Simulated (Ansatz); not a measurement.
## Other spins and charges of CN, doublet at one geometry

Geometry (PBE0/def2-TZVP stationary point for this spin):

```xyz
2

N     0.0000    0.0000    0.0000
C     0.0000    0.0000    1.1601
```

Basis 6-31G; Ansatz 0.2.0. Correlated methods freeze the noble-gas cores. R marks a restricted (for open shells ROHF) determinant, U an unrestricted one. Active spaces: valence = (9e, 8o) chosen from the atoms' valence shells.

Gaps are energies of the second state less the first, at fixed atoms, for a selection of the levels run; each method lands on the state that its own search finds for that charge and spin.

Unrestricted rows (U, and Kohn–Sham where it breaks symmetry) aren't spin-pure: their determinants' ⟨S²⟩ exceeds S(S+1) by up to 1.67, so they mix in states of higher spin, at the starting point too. For open shells CISD and CISDTQ are restricted-active-space CI with the open shells as a complete middle space. The determinant of the CN quartet fills πx and πy unequally, so it is a mixture of Σ and Δ, which weighs on every level built on one determinant. A value is left out where its run failed or describes another state than the reference as far as symmetry and spin tell, or, spin-broken singlets apart, can't be checked.

Removing an electron, to the triplet: 13.921 eV at full CI (doublet A1, triplet ion B2, in C2v).

```tsv
level	gap (eV)	error (meV)	⟨S²⟩ where 0.1 over S(S+1) (first / second)
RHF	12.625	-1296	– / –
UHF	12.939	-982	1.22 / 2.18
UMP2	13.623	-298	1.22 / 2.18
UCCSD(T)	13.908	-13	1.22 / 2.18
RCCSDT	13.901	-20	– / –
CISDTQ	13.887	-34	– / –
UCCSDTQ	13.917	-4	1.22 / 2.18
r2SCAN	14.418	497	– / –
B3LYP	14.452	531	– / –
CAM-B3LYP	14.405	484	– / –
```

Quartet less doublet: 6.104 eV at full CI (doublet A1, quartet A1, in C2v).

By full CI's occupations no single determinant describes the quartet well.

```csv
level,gap (eV),error (meV),⟨S²⟩ where 0.1 over S(S+1) (first / second)
RHF,4.685,-1419,– / –
UHF,5.067,-1037,1.22 / 3.87
RMP2,7.133,1029,– / –
UMP2,6.305,201,1.22 / 3.87
CISD,6.041,-63,– / –
RCCSD,6.347,243,– / –
UCCSD,6.354,250,1.22 / 3.87
RCCSD(T),6.269,165,– / –
UCCSD(T),6.234,130,1.22 / 3.87
BCCD(T)*,6.287,183,– / –
RCCSDT*,6.075,-29,– / –
UCCSDT*,6.069,-35,1.22 / 3.87
CISDTQ,6.072,-32,– / –
RCCSDT(Q)*,6.079,-25,– / –
UCCSDT(Q)*,6.075,-29,1.22 / 3.87
RCCSDTQ*,6.098,-6,– / –
UCCSDTQ*,6.098,-6,1.22 / 3.87
CASSCF (valence space),6.323,219,– / –
NEVPT2 (valence space),6.152,48,– / –
MRCISD (valence space),6.126,22,– / –
MRCISD+Q (valence space),6.115,11,– / –
r2SCAN,6.429,325,– / –
```

An asterisk marks runs whose energy the program itself flagged as in doubt.

Removing an electron, to the singlet: 12.948 eV at full CI (doublet A1, singlet ion A1, in C2v).

By full CI's occupations no single determinant describes the singlet well.

```json
{"level": "RMP2", "gap (eV)": "13.241", "error (meV)": "293", "⟨S²⟩ where 0.1 over S(S+1) (first / second)": "– / –"}
{"level": "RCCSD(T)*", "gap (eV)": "12.650", "error (meV)": "-298", "⟨S²⟩ where 0.1 over S(S+1) (first / second)": "– / –"}
{"level": "UCCSD(T)*", "gap (eV)": "13.270", "error (meV)": "322", "⟨S²⟩ where 0.1 over S(S+1) (first / second)": "1.22 / 1.67"}
{"level": "UCCSDT(Q)*", "gap (eV)": "13.059", "error (meV)": "111", "⟨S²⟩ where 0.1 over S(S+1) (first / second)": "1.22 / 1.67"}
{"level": "CASSCF (valence space)", "gap (eV)": "12.271", "error (meV)": "-677", "⟨S²⟩ where 0.1 over S(S+1) (first / second)": "– / –"}
{"level": "NEVPT2 (valence space)", "gap (eV)": "12.778", "error (meV)": "-170", "⟨S²⟩ where 0.1 over S(S+1) (first / second)": "– / –"}
{"level": "MRCISD+Q (valence space)", "gap (eV)": "12.941", "error (meV)": "-7", "⟨S²⟩ where 0.1 over S(S+1) (first / second)": "– / –"}
{"level": "PBE", "gap (eV)": "14.293", "error (meV)": "1345", "⟨S²⟩ where 0.1 over S(S+1) (first / second)": "– / 0.64"}
{"level": "B3LYP", "gap (eV)": "14.421", "error (meV)": "1473", "⟨S²⟩ where 0.1 over S(S+1) (first / second)": "– / 0.81"}
{"level": "B2PLYP", "gap (eV)": "14.249", "error (meV)": "1301", "⟨S²⟩ where 0.1 over S(S+1) (first / second)": "– / 1.13"}
```

In so small a basis the reference is far from its limit while semilocal and hybrid functionals are nearer theirs (RPA and double hybrids share part of the reference's basis error), so the functionals' errors here hold much of the reference's basis and frozen-core error, which can add to them or hide them. The set has no polarisation functions, which weighs most on the reference.

Full CI is exact within this basis and frozen core; it isn't the basis-set limit. The frozen core follows each run's orbitals, which can shift R against U totals by a few meV.
